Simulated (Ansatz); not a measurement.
Isolated molecules relaxed with PBE0-D4/def2-TZVP in Ansatz; ΔE leaves out vibrations. CCSD(T)/CBS is the MP2 limit (def2-TZVPP, def2-QZVPP) plus CCSD(T) − MP2 in def2-TZVPP, frozen cores. This one scheme is used for every species. Functionals use def2-TZVPP. One conformer a species, not always the lowest.

`BC=C` + `CF` → `C=CCF` + BH₃  (formal exchange of groups at a C–B bond)

(1) Is it downhill or uphill in electronic energy at CCSD(T)/CBS, and by how much? (Estimate.)

(2) What do these levels give: r2SCAN-D4, r2SCANh-D4, revPBE, BLYP, HF/def2-TZVPP, MP2/def2-TZVPP? (Best estimate.)

(3) What do rigid-rotor, harmonic-oscillator terms from PBE0-D4/def2-TZVP frequencies (298.15 K, 1 bar) make of the CCSD(T)/CBS value? (An estimate is asked.)

Largest T1 diagnostic among the species: 0.011.

Answers

(1) Computed: Uphill: ΔE = +52.5 kJ/mol.

(2) Computed: r2SCAN-D4 53.4, r2SCANh-D4 53.0, revPBE 58.8, BLYP 58.9, HF/def2-TZVPP 49.5, MP2/def2-TZVPP 52.8 kJ/mol.

(3) Computed: ΔZPE = -7.3 kJ/mol, ΔH = +45.9 kJ/mol, ΔS = -16 J/(mol·K), ΔG = +50.6 kJ/mol.

From BLYP to BHLYP (50 % exact exchange), in def2-TZVPP and without D4, ΔE moves by −5.8 kJ/mol. At CCSD(T), def2-SVP lies −5.8 kJ/mol from the extrapolated value and def2-TZVPP −1.2 kJ/mol.
